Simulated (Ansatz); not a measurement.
Cost and result for the atomization energy of `OCCCF` (12 atoms, 11 bonds).

```
atom   x (Å)   y (Å)   z (Å)
  O1  -1.686  -0.027   1.386
  C2  -0.821   0.459   0.380
  C3   0.242  -0.587   0.138
  C4   1.208  -0.205  -0.951
  F5   1.915   0.935  -0.596
  H6  -2.312   0.663   1.612
  H7  -0.349   1.401   0.683
  H8  -1.371   0.647  -0.555
  H9  -0.240  -1.529  -0.144
 H10   0.789  -0.772   1.068
 H11   0.689   0.016  -1.890
 H12   1.936  -1.001  -1.130
```

The species carries charge 0 and has multiplicity 1. The geometry is a stationary point of PBE0-D4/def2-TZVP. It is one conformer, not always the lowest. Program: Ansatz. All runs use 4 threads of an Arm Neoverse V1 on a shared host. Times are those of one run each, without the atoms' runs, and a repeat can differ threefold. Electronic energies, without spin–orbit coupling; frozen cores. CCSD(T)/CBS adds CCSD(T) − MP2 in def2-TZVPP to the MP2 limit, and its time is that of the two runs behind it. T1 = 0.010. B3LYP takes the VWN-RPA correlation (the form of Gaussian; ORCA's B3LYP/G).

CCSD(T)/CBS is a level of theory with its own doubt, some kJ/mol a heavy atom from the limit and from the frozen cores, so smaller differences don't rank the functionals.

| level | functions | wall time | atomization (kcal/mol) | difference from CCSD(T)/CBS | per bond |
| --- | --- | --- | --- | --- | --- |
| PBE-D4/def2-TZVPP (with forces) | 253 | 2.6 s | 1137.8 | 24.8 | 2.3 |
| PBE0-D4/def2-TZVPP | 253 | 2.9 s | 1115.8 | 2.8 | 0.3 |
| B3LYP-D4/def2-TZVPP (with forces) | 253 | 4.5 s | 1110.5 | -2.5 | -0.2 |
| r2SCAN-D4/def2-TZVPP (with forces) | 253 | 5.5 s | 1113.5 | 0.5 | 0.0 |
| B2PLYP/def2-TZVPP | 253 | 5.5 s | 1100.9 | -12.1 | -1.1 |
| ωB97X-V/def2-TZVPP | 253 | 7.5 s | 1113.4 | 0.4 | 0.0 |
| ωB97M-V/def2-TZVPP (with forces) | 253 | 11 s | 1114.8 | 1.8 | 0.2 |
| MP2/def2-QZVPP | 495 | 28 s | 1120.6 | 7.6 | 0.7 |
| CCSD(T)/def2-TZVPP | 253 | 3.7 min | 1086.1 | -26.9 | -2.4 |
| CCSD(T)/CBS(def2) | – | 4.1 min | 1113.0 | 0.0 | 0.0 |

From PBE to PBE0 (25 % exact exchange), in def2-TZVPP and without D4, the atomization energy moves by −21.3 kcal/mol: exact exchange takes away binding that semilocal exchange gives to molecules. In def2-TZVPP, CCSD(T) changes the Hartree–Fock value by +276.7 kcal/mol (the triples alone add +15.1 kcal/mol) and MP2 by +295.5 kcal/mol; breaking electron pairs costs correlation energy, which Hartree–Fock lacks. The D4 term adds +6.5 kcal/mol with B3LYP and +3.4 kcal/mol with PBE0; it sums over pairs of atoms, weighted by their polarisabilities, and B3LYP, whose exchange is more repulsive, gets the larger term.
